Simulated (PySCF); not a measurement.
O3. Atoms are numbered in the order given.

```xyz
3

O      0.0000     1.0634     0.2113
O      0.0000     0.0000    -0.4227
O      0.0000    -1.0634     0.2113
```

The structure is a stationary point at PBE0-D3(BJ)/def2-TZVP. The molecule may have multireference character, which single-reference levels describe poorly.

The numbers are results of PBE/def2-TZVPD in PySCF, not measurements.

Isolated molecule, no solvent.

Question: Estimate the frontier levels, gap, dipole moment and polarisability. (The exact figures need the calculation; the answer reports its results.)

Answer: 
```yaml
highest_occupied_level: -7.81 eV
lowest_empty_level: -5.87 eV
orbital_gap: 1.94 eV
dipole_moment: 0.65 D
quadrupole, principal values (traceless, Buckingham form, about the centre of nuclear charge): -1.97, -0.15, 2.12 D·Å
mean_static_polarisability: 18.8 bohr³ (2.79 Å³)
polarisability_principal_values: 12.0, 14.6, 29.8 bohr³
```
